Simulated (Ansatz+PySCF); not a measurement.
Two shapes of singlet CH₃Cl.

Shape 1:

```xyz
5

C     0.0000    0.0000   -1.1193
Cl    0.0000    0.0000    0.6560
H     0.0000   -1.0366   -1.4786
H    -0.8977    0.5183   -1.4786
H     0.8977    0.5183   -1.4786
```

Shape 2:

```xyz
5

C     0.0000    0.0000   -1.2089
Cl    0.0000    0.0000    0.7085
H     0.0000   -1.1195   -1.5969
H    -0.9696    0.5598   -1.5969
H     0.9696    0.5598   -1.5969
```

Basis set: def2-SVP (spherical functions). Correlated methods keep 6 orbitals frozen. Charge 0, multiplicity 1.

Computed with Ansatz (development build ahead of 0.2.0); each method stands on the lowest determinant of its kind that the runs found.

(1) Which shape is lower in energy, and by how much in each method?

## Answers

(1)

```csv
method,E(2) − E(1) (eV)
RHF,0.659
RHF-MP2,0.571
RHF-CCSD,0.529
RHF-CCSD(T),0.500
UHF-CCSD(T),0.500
```

Shape 1 is lower.
